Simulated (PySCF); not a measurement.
C5H8, SMILES `C1[C@]2(C)[C@H]1C2` (charge 0, multiplicity 1)

Computed with PBE-D3(BJ)/def2-TZVP // B3LYP-D3(BJ)/def2-TZVP in PySCF.

```
Property                        Result
-------------  -----------------------
HOMO                          -5.56 eV
dipole moment                   0.83 D
HOMO–LUMO gap                  6.26 eV
LUMO                           0.70 eV
total energy              -195.0773 Ha
cost           roughly 80 core-seconds
```

Bonded distances (Å): C1–C2 1.490, C1–H6 1.093, C1–H7 1.093, C1–H8 1.093, C2–C3 1.496, C2–C4 1.479, C2–C5 1.496, C3–C4 1.497, C3–H9 1.086, C3–H10 1.090, C4–C5 1.497, C4–H11 1.077, C5–H12 1.090, C5–H13 1.086. Bond angles (°): C2–C1–H6 110.8, C2–C1–H7 111.6, C2–C1–H8 110.8, H6–C1–H7 107.7, H6–C1–H8 108.1, H7–C1–H8 107.7, C1–C2–C3 130.6, C1–C2–C4 133.0, C1–C2–C5 130.6, C3–C2–C4 60.4, C3–C2–C5 98.2, C4–C2–C5 60.4, C2–C3–C4 59.2, C2–C3–H9 116.2, C2–C3–H10 120.3, C4–C3–H9 116.9, C4–C3–H10 119.4, H9–C3–H10 114.2, C2–C4–C3 60.4, C2–C4–C5 60.4, C2–C4–H11 130.4, C3–C4–C5 98.1, C3–C4–H11 130.4, C5–C4–H11 130.4, C2–C5–C4 59.2, C2–C5–H12 120.3, C2–C5–H13 116.2, C4–C5–H12 119.4, C4–C5–H13 116.9, H12–C5–H13 114.2.
Charge 0, spin multiplicity 1.
